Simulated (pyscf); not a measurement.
## Routes from F–CH(Cl)–Cl (SMILES FC(Cl)Cl)

Candidate steps break at most two bonds and form at most two. Each was searched with GFN2-xTB (tblite) first. Single points on ωB97X-D3(BJ)/def2-SVP structures (PySCF, gas phase). Correlated levels are frozen-core, on RHF or UHF. ΔMP2 is the change of the MP2 total energy from the triple- to the quadruple-zeta basis. Energies: CCSD(T)/def2-TZVPP + ΔMP2(QZVPP), kJ/mol, from the reactant's lowest minimum found, singlet surface; ΔG‡ with ideal gas, 1 atm, RRHO with modes under 100 cm⁻¹ raised to 100, one conformer, R ln 2 for chiral ones without a mode under 150 cm⁻¹.

```csv
products,type,ΔE‡,ΔE,ΔG‡ 298 K,ΔG‡ 900 K,ν‡ (cm⁻¹)
Cl–C:–Cl [singlet] + HF,"1,1-elimination",305.4,+253.2,284.9,277.3,1217i
:HC–F [singlet] + Cl–Cl,"1,1-elimination",535.9,+445.0,516.9,502.0,711i
```

Row 1: On the product side the descent ends in a bound adduct, 39.7 kJ/mol under the separated species and 71.9 kJ/mol under the saddle at ωB97X-D3(BJ)/def2-TZVP. 

Plain bond fissions and candidates not yet searched are not listed, and one of them may be faster. Each barrier is that of the saddle found; lower ones may exist. 2 of the closed-shell references are unstable towards spin polarisation; treat their single-reference values with care. The CCSD(T) − MP2 part came from Ansatz, without density fitting, on the same reference. The largest closed-shell T1 diagnostic is 0.106, which may signal static correlation.
